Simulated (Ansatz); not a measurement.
Basis-set extrapolation for C6H8, SMILES `CC1=CCC=C1` (PBE0-D4/def2-TZVP geometry, frozen core, the Gaussian-basis code of Ansatz). Multiplicity 1, RHF reference.

```
                      def2-TZVPP   def2-QZVPP
                 HF  -231.917647  -231.927836
    MP2 correlation    -0.977597    -1.038813
CCSD(T) correlation    -1.067139      not run
```

Energies in hartree. Use E(X) = E(∞) + A·exp(−7.88·√X) for Hartree–Fock and E(X) = E(∞) + B·X^(−2.97) for correlation, with X = 3 and 4, and add CCSD(T) minus MP2 of the smaller set to the MP2 limit.

Q: What is the CCSD(T) energy at the basis-set limit?

A: HF limit: -231.927836 + (-0.010189) × 0.13774 = -231.92924. MP2 limit: -1.038813 + (-0.061216) × 0.74074 = -1.08416. Higher-order term: -1.067139 − (-0.977597) = -0.08954. Total: -233.10294 hartree, 310.2 kJ/mol below CCSD(T)/def2-TZVPP.
